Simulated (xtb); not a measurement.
# doublet [C2H2F2O2]+ at GFN1-xTB (hydrogen mass 1 u, md dump 30 fs, md temperature 350 K, md time 0.3 ps)

Aim: molecular dynamics of doublet [C2H2F2O2]+. 

The calculation is run with xtb 6.7.1.

3 further runs of the same task are left out: 3 set aside as unsound or not needed.

## 1. Starting point

[C2H2F2O2]+: 8 atoms, total charge +1, spin state doublet. SMILES of the parent species: `O=C(O)C(F)F`. Geometry: relaxed at GFN2-xTB. This is one conformer, not always the lowest. That shape belongs to the parent species and isn't relaxed for this state. The run starts from this shape.

Bond lengths: O1–C2 1.191 Å, C2–O3 1.328 Å, C2–C4 1.549 Å, C4–F5 1.349 Å, C4–F6 1.349 Å, O3–H7 0.973 Å, C4–H8 1.100 Å. Angles: O1–C2–O3 125.3°, O1–C2–C4 124.9°, O3–C2–C4 109.8°, C2–C4–F5 109.7°, C2–C4–F6 109.9°, F5–C4–F6 107.3°, C2–O3–H7 111.4°, C2–C4–H8 112.0°, F5–C4–H8 108.9°, F6–C4–H8 108.9°.

## 2. A short trajectory at GFN1-xTB (hydrogen mass 1 u, md dump 30 fs, md temperature 350 K, md time 0.3 ps)

The input, xcontrol:

```
$md
   temp=350
   time=0.3
   step=1
   dump=30
   hmass=1
   shake=0
$scc
   guess=goedecker
   broydamp=1.0
$end
```

The input, geo.gen:

```
8 C
 O C F H
   1  1      0.46570000     -1.59484000      0.47343000
   2  2      0.41364000     -0.42881000      0.23577000
   3  1      1.39664000      0.44044000      0.43872000
   4  2     -0.81592000      0.30109000     -0.35890000
   5  3     -1.12101000     -0.22657000     -1.56274000
   6  3     -1.88663000      0.12278000      0.44127000
   7  4      2.18336000      0.00614000      0.81118000
   8  4     -0.63578000      1.37979000     -0.47873000
```

On the command line:

```bash
$ xtb --chrg 1 --uhf 1 --gfn 1 --acc 0.01 -I xcontrol --md -- geo.gen > geo.out
```

What values should one expect? Wanted: potential energy of the last frame.

**Answer.** As computed:

Level: GFN1-xTB (hydrogen mass 1 u, md dump 30 fs, md temperature 350 K, md time 0.3 ps).

| quantity | value |
| --- | --- |
| potential energy of the last frame | -24.35987 Eh |
